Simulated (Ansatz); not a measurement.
Two isomers of C4H6OS: A = `C/C(O)=C\C=S`, B = `C=C(C)C(O)=S`.

Isolated molecules relaxed with PBE0-D4/def2-TZVP in Ansatz; ΔE leaves out vibrations. CCSD(T)/CBS adds triple-zeta CCSD(T) − MP2 to the extrapolated MP2 energy (def2 sets, frozen cores). Functionals use def2-TZVPP. B3LYP here is the variant with VWN-RPA as its local correlation; programs differ in this. One conformer a species, not always the lowest.

Question: Which isomer does CCSD(T)/CBS put lower? Give the gap. (Estimate.)

Answer: The calculation gave: B, by 39.1 kJ/mol.

Question: Give E(B) − E(A) in kJ/mol with B2PLYP, CCSD/def2-TZVPP, PBE0-D4, B3LYP, B3LYP-D4, r2SCAN-D4, MP2/def2-TZVPP. (Estimate.)

Answer: Computed: B2PLYP -32.8, CCSD/def2-TZVPP -38.8, PBE0-D4 -32.1, B3LYP -26.7, B3LYP-D4 -31.2, r2SCAN-D4 -30.8, MP2/def2-TZVPP -41.3. None reverses the order clearly.

Largest T1 diagnostic: 0.017.

From PBE to PBE0 (25 % exact exchange), in def2-TZVPP and without D4, E(B) − E(A) moves by −3.6 kJ/mol. In def2-TZVPP, CCSD(T) changes the Hartree–Fock value by −4.7 kJ/mol (the triples alone add −0.4 kJ/mol) and MP2 by −6.7 kJ/mol.
